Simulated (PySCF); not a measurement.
Species: 1,3-dithiolane-2-thione, C3H4S3.
Numbering: `[S:1]=[C:2]1[S:3][CH2:4][CH2:5][S:6]1` (hydrogens: H7, H8 on C4; H9, H10 on C5)

Method: core-valence-separated Tamm–Dancoff BHandHLYP/aug-pcX-1 (pcseg-1 on H, def2-SVPD on S) in PySCF, non-relativistic, gas phase, PBE0-D3(BJ)/def2-SVP geometry.

Computed carbon K-edge spectrum, Gaussian lines of 0.6 eV full width, highest printed point 100; it ends one width below the last computed root. No empirical shift is added; at this level the pattern usually sits a few eV under experiment.

```csv
photon energy (eV),absorption
282.6,1
282.7,2
282.8,5
282.9,11
283.0,22
283.1,38
283.2,56
283.3,72
283.4,79
283.5,74
283.6,60
283.7,41
283.8,24
283.9,12
284.0,5
284.1,2
284.2,1
284.3,0
284.4,0
284.5,0
284.6,0
284.7,1
284.8,3
284.9,8
285.0,18
285.1,34
285.2,56
285.3,79
285.4,95
285.5,99
285.6,88
285.7,67
285.8,45
285.9,26
286.0,15
286.1,11
286.2,11
286.3,15
286.4,21
286.5,30
286.6,41
286.7,50
286.8,58
286.9,64
287.0,70
287.1,77
287.2,82
287.3,84
287.4,83
287.5,82
287.6,86
287.7,94
287.8,100
287.9,98
288.0,86
288.1,66
```

Problem. Assign the maxima to core holes.

Solution. 4 maxima:
- 283.4 eV: C2 (thiocarbonyl carbon), 283.41 eV, f = 0.077, 1s→π*, 100 % of the height at the exact maximum
- 285.5 eV: C4/C5 (sp3 carbon bound to sulfur), 285.47 eV, f = 0.096, sum of 2, 100 % of the height at the exact maximum
- 287.3 eV: C4/C5 (sp3 carbon bound to sulfur), 287.27 eV, f = 0.068, sum of 2, 83 % of the height at the exact maximum
- 287.8 eV: C2 (thiocarbonyl carbon), 287.88 eV, f = 0.070, 71 % of the height at the exact maximum; C2 (thiocarbonyl carbon), 287.74 eV, f = 0.015, 14 % of the height at the exact maximum

Further lines of some strength in the range: C4/C5, 286.76 eV, f = 0.043, sum of 2.

Roots within 0.03 eV on the same or equivalent atoms count as one line; shares under 12 % aren't listed.

Vibrational structure and lifetime widths aren't in the curve. The ionisation threshold wasn't computed; near and above it a finite basis only mimics Rydberg series and continuum.

The run took 15 s on Intel Xeon Platinum 8259CL at 2.50 GHz, one thread, shared host with 96 logical CPUs at a one-minute load of 35, and the process peaked at 0.86 GiB of memory.

One conformer stands for the species.
